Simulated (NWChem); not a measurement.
Program: NWChem. System: Si (-1), charge -1, spin multiplicity 4. Its SCF solution wasn't tested for a lower state. Level: UMP2/def2-TZVPD, 5 core orbitals frozen.

The NWChem input:

```
start mol
memory heap 200 mb stack 900 mb global 1100 mb
charge -1
geometry units angstroms nocenter noautoz
  Si     0.000000     0.000000     0.000000
  symmetry group D2h
end
basis spherical
  * library def2-tzvpd
end
scf
  uhf
  nopen 3
  maxiter 100
  thresh 1e-7
  semidirect memsize 60000000 filesize 0
  # guess.movecs holds the orbitals of an unrestricted PBE0 run
  vectors input guess.movecs output mol.movecs
end
mp2
  freeze core 5
end
task mp2 energy
```

NWChem printed:

```
             Northwest Computational Chemistry Package (NWChem) 7.3.0
             --------------------------------------------------------

                                NWChem Input Module
                                -------------------

 Scaling coordinates for geometry "geometry" by  1.889725989
 (inverse scale =  0.529177249)

                             Geometry "geometry" -> ""
                             -------------------------

 Output coordinates in angstroms (scale by  1.889725989 to convert to a.u.)

  No.       Tag          Charge          X              Y              Z
 ---- ---------------- ---------- -------------- -------------- --------------
    1 Si                  14.0000     0.00000000     0.00000000     0.00000000

 Effective nuclear repulsion energy (a.u.)       0.0000000000

            Nuclear Dipole moment (a.u.)
            ----------------------------
        X                 Y               Z
 ---------------- ---------------- ----------------
     0.0000000000     0.0000000000     0.0000000000

      Symmetry information
      --------------------

 Group name             D2h
 Group number             26
 Group order               8
 No. of unique centers     1

      Symmetry unique atoms

     1


 Summary of "ao basis" -> "" (spherical)
 ------------------------------------------------------------------------------
       Tag                 Description            Shells   Functions and Types
 ---------------- ------------------------------  ------  ---------------------
 *                         def2-tzvpd                 on all atoms

 Summary of "ao basis" -> "ao basis" (spherical)
 ------------------------------------------------------------------------------
       Tag                 Description            Shells   Functions and Types
 ---------------- ------------------------------  ------  ---------------------
 Si                        def2-tzvpd               15       43   6s5p3d1f

                                 NWChem SCF Module
                                 -----------------

  ao basis        = "ao basis"
  functions       =    43
  atoms           =     1
  alpha electrons =     9
  beta  electrons =     6
  charge          =  -1.00
  wavefunction    = UHF
  use symmetry    = T
  symmetry adapt  = T

 Summary of "ao basis" -> "ao basis" (spherical)
 ------------------------------------------------------------------------------
       Tag                 Description            Shells   Functions and Types
 ---------------- ------------------------------  ------  ---------------------
 Si                        def2-tzvpd               15       43   6s5p3d1f

      Symmetry analysis of basis
      --------------------------

        ag         12
        au          1
        b1g         3
        b1u         7
        b2g         3
        b2u         7
        b3g         3
        b3u         7

 Forming initial guess at       0.0s

   Symmetry analysis of molecular orbitals - initial alpha
   -------------------------------------------------------

  Numbering of irreducible representations:

     1 ag          2 au          3 b1g         4 b1u         5 b2g
     6 b2u         7 b3g         8 b3u

  Orbital symmetries:

     1 ag          2 ag          3 b1u         4 b2u         5 b3u
     6 ag          7 b2u         8 b3u         9 b1u        10 ag
    11 ag         12 ag         13 b1g        14 b3g        15 b2g
    16 b2u        17 b3u        18 b1u        19 ag
[...]
    Atom       Charge   Shell Charges
 -----------   ------   -------------------------------------------------------
    1 Si  14    15.00   2.00  0.59  1.38  1.02  0.87  0.14  4.10  1.74  0.43  1.08  1.65  0.00  0.00  0.00  0.00

  Mulliken analysis of the alpha density
  --------------------------------------

    Atom       Charge   Shell Charges
 -----------   ------   -------------------------------------------------------
    1 Si  14     9.00   1.00  0.30  0.69  0.48  0.49  0.05  2.08  0.85  0.34  1.08  1.65  0.00  0.00  0.00  0.00

   Mulliken analysis of the beta density
   -------------------------------------

    Atom       Charge   Shell Charges
 -----------   ------   -------------------------------------------------------
    1 Si  14     6.00   1.00  0.30  0.69  0.54  0.38  0.10  2.03  0.89  0.09 -0.00  0.00  0.00  0.00  0.00  0.00

   Mulliken analysis of the spin density
   -------------------------------------

    Atom       Charge   Shell Charges
 -----------   ------   -------------------------------------------------------
    1 Si  14     3.00   0.00  0.00 -0.00 -0.06  0.11 -0.05  0.05 -0.04  0.25  1.09  1.65 -0.00 -0.00 -0.00 -0.00

       Multipole analysis of the density wrt the origin
       ------------------------------------------------

     L   x y z        total         alpha         beta         nuclear
     -   - - -        -----         -----         ----         -------
     0   0 0 0     -1.000000     -9.000000     -6.000000     14.000000

     1   1 0 0     -0.000000     -0.000000     -0.000000      0.000000
     1   0 1 0      0.000000     -0.000000      0.000000      0.000000
     1   0 0 1      0.000000      0.000000     -0.000000      0.000000

     2   2 0 0    -16.250475    -13.618753     -2.631722      0.000000
     2   1 1 0      0.000000      0.000000      0.000000      0.000000
     2   1 0 1      0.000000      0.000000      0.000000      0.000000
     2   0 2 0    -16.250475    -13.618753     -2.631722      0.000000
     2   0 1 1      0.000000      0.000000      0.000000      0.000000
     2   0 0 2    -16.250475    -13.618753     -2.631722      0.000000

                   NWChem MP2 Semi-direct Energy/Gradient Module
                   ---------------------------------------------

  Basis functions       =     43
  Molecular orbitals    =     43
  Frozen core           =      5
  Frozen virtuals       =      0
  Active alpha occupied =      4
  Active beta occupied  =      1
  Active alpha virtual  =     34
  Active beta virtual   =     37
  Use MO symmetry       = T
  Use skeleton AO sym   = T

  AO/Fock/Back tols     =   1.0D-09  1.0D-09  1.0D-09

 GA uses MA = F    GA memory limited = T

 Available:
  local mem=  1.26D+08
 global mem=  1.44D+08
 local disk=  0.00D+00
  mp2_memr nvloc                    34
  nvloc new                    34
   1 passes of   4:        3145728                      10569                    440654.
   1 passes of   4: M    126153408           G      144175502           F     123007680.

 Semi-direct pass number   1 of   1  for UHF alpha       at        0.2s
  vrange nnbf                   946
  mp2_eaftype                    10  avail_ma_in_mb                  1099
 EAF : mp2_eaftype filesize          10     220327.
  mp2_eaf for mointskh                     10
Node 0 wrote      1.0 Mb in      0.0 s     Agg I/O rate:  1455.6 Mb/s
 Done moints_semi at        0.5s
  mp2_eaftype                    10  avail_ma_in_mb                  1089
 EAF : mp2_eaftype filesize          10     220327.
  mp2_eaf for kh                    10
 Done maket at        0.5s
 Done multipass loop at        0.5s

 GA uses MA = F    GA memory limited = T

 Available:
  local mem=  1.26D+08
 global mem=  1.44D+08
 local disk=  0.00D+00
  mp2_memr nvloc                    37
  nvloc new                    37
   1 passes of   1:        3145728                       5621                    122230.
   1 passes of   1: M    126153408           G      144175502           F     123007680.

 Semi-direct pass number   1 of   1  for UHF beta        at        0.6s
  vrange nnbf                   946
  mp2_eaftype                    10  avail_ma_in_mb                  1099
 EAF : mp2_eaftype filesize          10      61115.
  mp2_eaf for mointskh                     10
Node 0 wrote      0.3 Mb in      0.0 s     Agg I/O rate:  1521.8 Mb/s
 Done moints_semi at        1.0s
  mp2_eaftype                    10  avail_ma_in_mb                  1089
 EAF : mp2_eaftype filesize          10      61115.
  mp2_eaf for kh                    10
 Done maket at        1.0s
 Done multipass loop at        1.0s

          -------------------------------------------
          SCF energy                -288.876324638945
          Correlation energy          -0.073635478913
          Singlet pairs                0.000000000000
          Triplet pairs                0.000000000000
          Total MP2 energy          -288.949960117857
          -------------------------------------------

          ---------------------------------------------------
                    Spin Component Scaled (SCS) MP2
          Same spin pairs                     -0.020670511131
          Same spin scaling factor             0.333333333333
          Opposite spin pairs                 -0.052964967781
          Opposite spin scaling fact.          1.200000000000
          SCS-MP2 correlation energy          -0.070448131715
          Total SCS-MP2 energy              -288.946772770659
          ---------------------------------------------------

 -----------------------
 Performance information
 -----------------------

 Timer overhead =  2.26D-07 seconds/call

               Nr. of calls         CPU time (s)                 Wall time (s)                GFlops
             ---------------    -------------------     ------------------------------   -------------------
Name         Min   Avg   Max    Min     Avg     Max     Min     Avg     Max   Mx/calls   Min     Max     Sum
mp2: moin     2     2     2   0.70    0.70    0.70     0.70    0.70    0.70    0.35      0.0     0.0     0.0
mp2: make     2     2     2   8.76E-3 8.76E-3 8.76E-3  8.76E-3 8.76E-3 8.76E-3 4.38E-3   0.0     0.0     0.0
mp2: tota     1     1     1   0.77    0.77    0.77     0.77    0.77    0.77    0.77      0.0     0.0     0.0

 The average no. of pstat calls per process was 5.00D+00
 with a timing overhead of 1.13D-06s

 Task  times  cpu:        1.0s     wall:        1.0s

 Total times  cpu:        1.0s     wall:        1.0s
```
